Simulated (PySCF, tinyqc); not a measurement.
Worked calculation: RHF in the sto-6g basis, for BH, spin multiplicity 1. The lowest restricted solution is unstable here: a spin-polarised one lies 0.0089 hartree lower (PySCF). One step of it, computed by the program tinyqc.

Task: Iteration 2: building the Fock matrix. J_ij = sum D_kl (ij|kl), K_ij = sum D_kl (ik|jl); F = H + J - 0.5 K; E = tr D H + tr D J / 2 - 0.25 tr D K + E_nn.

D after iteration 1, order 1B 1s, 1B 2s, 1B 2px, 1B 2py, 1B 2pz, 2H 1s:
```
[[2.144953, -0.550370, 0.000000, 0.000000, 0.102833, -0.006843],
 [-0.550370, 2.122184, 0.000000, 0.000000, -0.452624, -0.155216],
 [0.000000, 0.000000, 0.000000, 0.000000, 0.000000, 0.000000],
 [0.000000, 0.000000, 0.000000, 0.000000, 0.000000, 0.000000],
 [0.102833, -0.452624, 0.000000, 0.000000, 0.641079, 0.733274],
 [-0.006843, -0.155216, 0.000000, 0.000000, 0.733274, 0.912029]]
```

core Hamiltonian H = T + V (hartree), order 1B 1s, 1B 2s, 1B 2px, 1B 2py, 1B 2pz, 2H 1s:
```
[[-12.812217, -3.175480, 0.000000, 0.000000, -0.013360, -0.476290],
 [-3.175480, -3.738502, 0.000000, 0.000000, -0.121380, -1.192889],
 [0.000000, 0.000000, -2.960049, 0.000000, 0.000000, 0.000000],
 [0.000000, 0.000000, 0.000000, -2.960049, 0.000000, 0.000000],
 [-0.013360, -0.121380, 0.000000, 0.000000, -3.043308, -1.180408],
 [-0.476290, -1.192889, 0.000000, 0.000000, -1.180408, -2.300262]]
```

Two-electron integrals (ij|kl) in chemists' order, unique and non-zero (hartree):
```
(11|11) 2.924993   (21|11) 0.480756   (21|21) 0.099484   (22|11) 0.743449
(22|21) 0.188967   (22|22) 0.544922   (31|31) 0.021096   (32|31) 0.030854
(32|32) 0.120443   (33|11) 0.743450   (33|21) 0.188967   (33|22) 0.544922
(33|33) 0.587109   (41|41) 0.021096   (42|41) 0.030854   (42|42) 0.120443
(43|43) 0.031641   (44|11) 0.743450   (44|21) 0.188967   (44|22) 0.544922
(44|33) 0.523827   (44|44) 0.587109   (51|51) 0.021096   (52|51) 0.030854
(52|52) 0.120443   (53|53) 0.031641   (54|54) 0.031641   (55|11) 0.743450
(55|21) 0.188967   (55|22) 0.544922   (55|33) 0.523827   (55|44) 0.523827
(55|55) 0.587109   (61|11) 0.073671   (61|21) 0.014783   (61|22) 0.027896
(61|33) 0.027745   (61|44) 0.027745   (61|51) 0.001163   (61|52) 0.002235
(61|55) 0.028197   (61|61) 0.002279   (62|11) 0.194711   (62|21) 0.050450
(62|22) 0.162319   (62|33) 0.157549   (62|44) 0.157549   (62|51) 0.005885
(62|52) 0.036012   (62|55) 0.171858   (62|61) 0.007989   (62|62) 0.070219
(63|31) 0.005004   (63|32) 0.023391   (63|53) 0.006553   (63|63) 0.007192
(64|41) 0.005004   (64|42) 0.023391   (64|54) 0.006553   (64|64) 0.007192
(65|11) 0.191538   (65|21) 0.050280   (65|22) 0.170090   (65|33) 0.161288
(65|44) 0.161288   (65|51) 0.009941   (65|52) 0.057336   (65|55) 0.187694
(65|61) 0.008329   (65|62) 0.085782   (65|65) 0.109840   (66|11) 0.365624
(66|21) 0.096648   (66|22) 0.351862   (66|33) 0.331959   (66|44) 0.331959
(66|51) 0.012672   (66|52) 0.104722   (66|55) 0.391666   (66|61) 0.015588
(66|62) 0.201725   (66|65) 0.266622   (66|66) 0.774999
```

nuclear repulsion = 1.83869774 hartree

Give: Coulomb J; exchange K; Fock matrix F; total energy of this density.

Result:

Coulomb J (hartree), order 1B 1s, 1B 2s, 1B 2px, 1B 2py, 1B 2pz, 2H 1s:
```
[[8.3520, 1.5899, 0.0000, 0.0000, 0.0007, 0.2412],
 [1.5899, 3.4120, 0.0000, 0.0000, 0.0657, 1.0732],
 [0.0000, 0.0000, 3.3689, 0.0000, 0.0000, 0.0000],
 [0.0000, 0.0000, 0.0000, 3.3689, 0.0000, 0.0000],
 [0.0007, 0.0657, 0.0000, 0.0000, 3.4982, 1.1644],
 [0.2412, 1.0732, 0.0000, 0.0000, 1.1644, 2.6185]]
```

exchange K (hartree), order 1B 1s, 1B 2s, 1B 2px, 1B 2py, 1B 2pz, 2H 1s:
```
[[5.9676, 0.9877, 0.0000, 0.0000, 0.0052, 0.1614],
 [0.9877, 1.3048, 0.0000, 0.0000, -0.0646, 0.5394],
 [0.0000, 0.0000, 0.2960, 0.0000, 0.0000, 0.0000],
 [0.0000, 0.0000, 0.0000, 0.2960, 0.0000, 0.0000],
 [0.0052, -0.0646, 0.0000, 0.0000, 1.0008, 0.6762],
 [0.1614, 0.5394, 0.0000, 0.0000, 0.6762, 1.1746]]
```

Fock matrix F (hartree), order 1B 1s, 1B 2s, 1B 2px, 1B 2py, 1B 2pz, 2H 1s:
```
[[-7.4440, -2.0795, 0.0000, 0.0000, -0.0153, -0.3158],
 [-2.0795, -0.9789, 0.0000, 0.0000, -0.0234, -0.3893],
 [0.0000, 0.0000, 0.2608, 0.0000, 0.0000, 0.0000],
 [0.0000, 0.0000, 0.0000, 0.2608, 0.0000, 0.0000],
 [-0.0153, -0.0234, 0.0000, 0.0000, -0.0455, -0.3541],
 [-0.3158, -0.3893, 0.0000, 0.0000, -0.3541, -0.2691]]
```

total energy of this density = -24.972381 hartree
